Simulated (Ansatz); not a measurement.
```xyz
2

Cl    0.0376   -0.0252   -0.5477
F    -0.0140   -0.0448    1.0919
```

RHF-MP2 on singlet ClF was run in several spherical basis sets with Ansatz (development build ahead of 0.2.0). Frozen core: 6 orbitals.

(1) Rank the basis sets by the total energy that they give, lowest first, with the distance from the lowest.
A. aug-cc-pVDZ
B. def2-TZVP
C. cc-pVDZ

## Answers

(1) B (0.00 eV), A (3.34 eV), C (4.63 eV).

Totals follow the description of the cores as much as that of the bonds, so this order isn't one of quality for chemistry.
